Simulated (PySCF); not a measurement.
# Solver options tried on BCl

The same problem is solved with other solver options, one edit a run.

Program: PySCF 2.14.0. Level of theory: each script names its method and basis. These are calculated values, not measurements.

3 further runs of the same task are left out: 3 that didn't finish.

**1. The starting structure**

BCl: 2 atoms, charge 0, spin multiplicity 1.

Bond lengths: B1–Cl2 1.687 Å.

**2. The base run**

File input.py:

```python
from pyscf import gto, dft
from pyscf.geomopt.geometric_solver import optimize

mol = gto.M(
    atom='B 0 0 0; Cl 0 0 1.687',
    basis='6-311g**',
    charge=0,
    spin=0,
    symmetry=True,
    verbose=4,
)
mf = dft.RKS(mol, xc='scan')
mf.kernel()
g = mf.nuc_grad_method()
g.grid_response = True
mol_eq = optimize(g.as_scanner(), maxsteps=30)
print('optimised geometry (angstrom)')
print(mol_eq.tostring('raw'))
print('orbital energies (hartree):', mf.mo_energy[..., max(0, mol.nelec[1]-3):mol.nelec[0]+3].round(4))
```

On the command line:

```
$ python input.py
```

The log of this run is left out.

In short: at the starting geometry E(SCF) = -485.007708 Eh, 8 cycles, optimised bond 1.728 Å in 4 steps; the optimisation lowers the energy by 0.020 eV.

**3. Convergence threshold 0.001 hartree**

Variant 1 changes convergence threshold: default → 0.001 hartree.

File input.py:

```python
from pyscf import gto, dft
from pyscf.geomopt.geometric_solver import optimize

mol = gto.M(
    atom='B 0 0 0; Cl 0 0 1.687',
    basis='6-311g**',
    charge=0,
    spin=0,
    symmetry=True,
    verbose=4,
)
mf = dft.RKS(mol, xc='scan')
mf.conv_tol = 0.001
mf.kernel()
g = mf.nuc_grad_method()
g.grid_response = True
mol_eq = optimize(g.as_scanner(), maxsteps=30)
print('optimised geometry (angstrom)')
print(mol_eq.tostring('raw'))
print('orbital energies (hartree):', mf.mo_energy[..., max(0, mol.nelec[1]-3):mol.nelec[0]+3].round(4))
```

On the command line:

```
$ python input.py
```

**4. Second-order solver on**

Variant 2 changes second-order solver: off → on.

Changes to input.py since step 2:

```diff
@@ -12,2 +12,3 @@
 mf = dft.RKS(mol, xc='scan')
+mf = mf.newton()
 mf.kernel()
```

**5. Damping 0.5**

Variant 3 changes damping: none → 0.5.

Changes to input.py since step 2:

```diff
@@ -12,2 +12,4 @@
 mf = dft.RKS(mol, xc='scan')
+mf.damp = 0.5
+mf.diis_start_cycle = 8
 mf.kernel()
```

**6. Convergence threshold 1e-16 hartree**

Variant 4 changes convergence threshold: default → 1e-16 hartree.

Changes to input.py since step 2:

```diff
@@ -12,2 +12,3 @@
 mf = dft.RKS(mol, xc='scan')
+mf.conv_tol = 1e-16
 mf.kernel()
```

**7. DIIS space 12**

Variant 5 changes DIIS space: default → 12.

Changes to input.py since step 2:

```diff
@@ -12,2 +12,3 @@
 mf = dft.RKS(mol, xc='scan')
+mf.diis_space = 12
 mf.kernel()
```

What does the calculation give? Wanted: for each run, E(SCF); from base; gap; after the SCF.

As calculated:

| run | E(SCF) (hartree) | from base (eV) | cycles | gap (eV) | after the SCF |
| --- | --- | --- | --- | --- | --- |
| base | -485.007708 | 0 | 8 | 3.86 | bond 1.728 Å, -0.020 eV |
| convergence threshold 0.001 hartree | -485.007708 | 0.0000 | 5 | 3.86 | bond 1.727 Å, -0.020 eV |
| second-order solver on | -485.007708 | 0.0000 | 2 macro | 3.86 | bond 1.728 Å, -0.020 eV |
| damping 0.5 | -485.007708 | 0.0000 | 11 | 3.86 | bond 1.728 Å, -0.020 eV |
| convergence threshold 1e-16 hartree | -485.007708 | 0.0000 | 23 | 3.86 | bond 1.728 Å, -0.020 eV |
| DIIS space 12 | -485.007708 | 0.0000 | 8 | 3.86 | bond 1.728 Å, -0.020 eV |

SCF columns refer to the geometry typed in the script.

Distance from each run's final energy (log10 hartree) by cycle:

| run | cycle 1 | cycle 2 | cycle 3 | cycle 5 | cycle 8 | cycle 12 |
| --- | --- | --- | --- | --- | --- | --- |
| base | -2.5 | -2.5 | -3.0 | -6.7 | < -11 | done |
| convergence threshold 0.001 hartree | -2.5 | -2.5 | -3.0 | -7.0 | done | done |
| damping 0.5 | -2.5 | -3.4 | -4.1 | -5.5 | -6.8 | done |
| convergence threshold 1e-16 hartree | -2.5 | -2.5 | -3.0 | -6.7 | < -11 | < -11 |
| DIIS space 12 | -2.5 | -2.5 | -3.0 | -6.7 | < -11 | done |

**Reading.** With convergence threshold 0.001 hartree or second-order solver on or damping 0.5 or convergence threshold 1e-16 hartree or DIIS space 12 the SCF ends at the base energy. The base needs 8 cycles and the run with damping 0.5 needs 11. The cycles with DIIS space 12 repeat those of the base digit for digit, so the setting never acted.
